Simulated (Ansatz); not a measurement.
# SiH2O (SMILES O=[SiH2]): single points off equilibrium

One table from this session's results is given with a row withheld; the runs are named, their logs left out.

The runs use Ansatz 0.2.0, Gaussian basis; single points in def2-TZVPP.

Correlated methods freeze the cores. B3LYP uses VWN-RPA correlation.

### The starting structure

SMILES `O=[SiH2]`, 4 atoms, charge 0, spin multiplicity 1.

Atoms are counted from 1 here; the program's logs count them from 0.

Bond lengths: O1–Si2 1.482 Å, Si2–H3 1.347 Å, Si2–H4 1.270 Å. Angles: O1–Si2–H3 117.8°, O1–Si2–H4 129.5°, H3–Si2–H4 110.3°.

Coordinates:

```xyz
4
charge 0, multiplicity 1
O    -0.33640    0.30180    1.45770
Si   -0.17110   -0.02480    0.02210
H     0.42590   -1.19090   -0.29120
H    -0.19870    0.74270   -0.98980
```

Set-up of the first run:

The input, run/in.yaml:

```yaml
crystal:
  periodic: [false, false, false]
  atoms:
    - {symbol: O, position_ang: [-0.336400, 0.301800, 1.457700]}
    - {symbol: Si, position_ang: [-0.171100, -0.024800, 0.022100]}
    - {symbol: H, position_ang: [0.425900, -1.190900, -0.291200]}
    - {symbol: H, position_ang: [-0.198700, 0.742700, -0.989800]}
basis:
  gaussian: {orbitals: def2-TZVPP}
correlation: {method: ccsd_t}
output: {forces: true}
```

The command line of these runs was not kept.

Among the steps run: CCSD(T)/def2-TZVPP; PBE0-D4/def2-TZVPP; wB97M-V/def2-TZVPP; r2SCAN-D4/def2-TZVPP; PBE-D4/def2-TZVPP; B3LYP-D4/def2-TZVPP; HSE06-D4/def2-TZVPP.

One table of the session follows, with a row left open; its other results are not shown here.

| method | RMS force component (eV/Å) | angle to CCSD(T) forces (°) | dipole (D) |
| --- | --- | --- | --- |
| CCSD(T) | 2.467 | reference | 3.69 |
| PBE0-D4 | 2.501 | 6.2 | 3.78 |
| wB97M-V | 2.410 | 5.4 | 3.85 |
| r2SCAN-D4 | 2.483 | 3.2 | 3.65 |
| PBE-D4 | ? | ? | ? |
| B3LYP-D4 | 2.432 | 3.6 | 3.76 |
| HSE06-D4 | 2.502 | 6.1 | 3.77 |

**Question.** Estimate the row for PBE-D4.

As computed: RMS force component (eV/Å): 2.562; angle to CCSD(T) forces (°): 3.6; dipole (D): 3.49. In the column «RMS force component (eV/Å)» it is the highest.
